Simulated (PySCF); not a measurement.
## Excitation energies in several basis sets

C₂F₃N.
Structure used (PBE0-D3(BJ)/def2-SVP), in Å, numbered top down from 1:
```
atom  x, y, z in Å
N1     2.1867    0.0841   -0.0019
C2     1.0342    0.0321   -0.0077
C3    -0.4504   -0.0375   -0.0134
F4    -0.8543   -1.0215   -0.8005
F5    -0.8985   -0.2560    1.2125
F6    -0.9546    1.1028   -0.4582
```

TDDFT with PBE0 (PySCF), vertical singlets, core orbitals frozen in the response, spherical d and f functions. Isolated species at its PBE0-D3(BJ)/def2-SVP geometry, gas phase.

Question: How do the low singlets change with the basis? Take 6-31G*, def2-SVP, 6-31+G*, def2-SVPD, aug-cc-pVDZ, def2-TZVP, def2-TZVPD and aug-cc-pVTZ.

Answer: 

```
      basis  functions  diffuse  S1 (eV)  S2 (eV)  S3 (eV)  S4 (eV)  S5 (eV)  LUMO (eV)  α (au)
     6-31G*         84       no     7.61     8.03     8.03     8.96     8.96      -0.40    23.7
   def2-SVP         84       no     7.65     8.06     8.06     8.91     8.91      -0.64    22.9
    6-31+G*        108      yes     7.54     7.94     7.94     8.90     8.90      -0.91    28.6
  def2-SVPD        129      yes     7.56     7.95     7.95     8.83     8.83      -0.93    30.9
aug-cc-pVDZ        138      yes     7.53     7.92     7.92     8.88     8.88      -0.88    31.2
  def2-TZVP        186       no     7.54     7.93     7.93     8.87     8.87      -0.82    28.5
 def2-TZVPD        231      yes     7.52     7.90     7.90     8.84     8.84      -0.88    31.7
aug-cc-pVTZ        276      yes     7.52     7.90     7.90     8.84     8.84      -0.89    31.7
```

States are compared by their number. Against the largest diffuse basis here (aug-cc-pVTZ, itself not a converged limit), sets without diffuse functions differ by up to 0.13 eV in S1 and 0.12 eV in S5; the smaller diffuse sets differ by up to 0.03 and 0.06 eV. State by state, the largest deviation of a set without diffuse functions is S1 0.13, S2 0.17, S3 0.17, S4 0.12, S5 0.12 eV. The same number needn't mean the same state in each row. Against aug-cc-pVTZ the polarisability deviates by -25% in 6-31G*, -28% in def2-SVP, -10% in 6-31+G*, -3% in def2-SVPD, -2% in aug-cc-pVDZ, -10% in def2-TZVP, 0% in def2-TZVPD.
